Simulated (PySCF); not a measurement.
**Which functional comes closest?**

Molecule: SMILES C(O)C1CC1, C4H8O.

Atoms are numbered as in `[OH:1][CH2:2][CH:3]1[CH2:4][CH2:5]1` (H(Xn): hydrogen on atom n). Ha(C4), Ha(C5) are cis to C2 on the ring; Hb(C4), Hb(C5) are trans to C2 on the ring.

Geometry PBE0-D3(BJ)/def2-SVP throughout; GIAO in PySCF, gas phase, one conformer, non-relativistic; equivalent atoms averaged; basis pcSseg-2.

Reference values (measured; solution, not stated per compound (mostly CDCl3 or CCl4); Pretsch, Buehlmann, Badertscher, Structure Determination of Organic Compounds, 4th ed. (2009)): δ(C3) = 12.7 ppm, δ(C4/C5) = 2.2 ppm. Computed shifts are taken against TMS, calculated as an isolated molecule at each level.

Task: How do the functionals HF, LDA, PBE, BLYP, BP86, OPBE, KT2, KT3, B97-D, B3LYP, PBE0, mPW1PW91, WP04, B97-2, BHandHLYP, CAM-B3LYP, wB97X-D, LC-wPBE perform against the reference? Times are CPU seconds on shared hosts with different chips, so compare them loosely.

Result: 
```csv
functional,kind,C3,C4/C5,mean abs. error C,core-s
HF,Hartree–Fock,12.7,0.9,0.7,15
LDA,LDA,20.3,3.6,4.5,32
PBE,GGA,19.2,3.9,4.1,40
BLYP,GGA,19.8,3.8,4.4,40
BP86,GGA,19.3,4.2,4.3,40
OPBE,GGA,17.8,4.9,3.9,40
KT2,GGA,17.4,2.4,2.4,41
KT3,GGA,17.1,3.2,2.7,40
B97-D,GGA,18.7,4.1,3.9,38
B3LYP,global hybrid,18.4,3.4,3.4,30
PBE0,global hybrid,17.6,3.5,3.1,30
mPW1PW91,global hybrid,17.6,3.7,3.2,29
WP04,global hybrid,18.7,5.4,4.6,53
B97-2,global hybrid,17.4,3.8,3.1,30
BHandHLYP,global hybrid,16.3,2.5,2.0,30
CAM-B3LYP,range-separated hybrid,18.0,3.2,3.2,41
wB97X-D,range-separated hybrid,17.9,4.0,3.5,39
LC-wPBE,range-separated hybrid,17.5,4.3,3.5,51
```

For 13C the closest is HF (0.7 ppm) and the furthest WP04 (4.6 ppm). One molecule is a small sample, and vibrational and solvent effects are absent from the calculation.
